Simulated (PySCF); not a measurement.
C2HF2N.
Atom-mapped SMILES: `[N:1]#[C:2][CH:3]([F:4])[F:5]` (hydrogens: H6 on C3)

Cartesian coordinates in Å at the GFN2-xTB level; atoms count from 1:
```xyz
6
C2HF2N angstrom
N      2.1529   -0.0188   -0.0180
C      1.0137    0.0058   -0.0113
C     -0.4516    0.0542   -0.0015
F     -0.9589   -0.5884   -1.0754
F     -0.9433   -0.5510    1.1010
H     -0.8098    1.1001   -0.0164
```

A PySCF run (density fitting, gas phase, GFN2-xTB geometry) gave HOMO -10.05 eV, LUMO -0.72 eV, dipole 2.33 D and E = -330.887 Eh.

Problem. Which of these levels was it?
A. PBE0/def2-SVPD
B. HSE06/6-31G*
C. LDA/6-311G**

Solution. B. It is HSE06/6-31G*. All candidates on this geometry:

```json
{"level and settings": "LDA/6-311G**, grid level 4, energy threshold 1e-08 Eh", "kind": "LDA", "basis functions": "96", "SCF cycles": "9", "E (Eh)": "-328.9052", "HOMO (eV)": "-9.12", "LUMO (eV)": "-2.03", "dipole (D)": "2.33"}
{"level and settings": "HSE06/6-31G*, start guess sap", "kind": "screened hybrid, exact exchange at short range", "basis functions": "72", "SCF cycles": "11", "E (Eh)": "-330.8866", "HOMO (eV)": "-10.05", "LUMO (eV)": "-0.72", "dipole (D)": "2.33"}
{"level and settings": "PBE0/def2-SVPD", "kind": "global hybrid", "basis functions": "114", "SCF cycles": "14", "E (Eh)": "-330.6346", "HOMO (eV)": "-10.87", "LUMO (eV)": "-0.87", "dipole (D)": "2.39"}
```

The nearest other candidate, by the summed differences of HOMO and LUMO, is PBE0/def2-SVPD: its HOMO differs by -0.82 eV and its LUMO by -0.15 eV. Cycle counts include a coarse-grid stage where the run had one. All basis functions are spherical, in the Pople sets too.
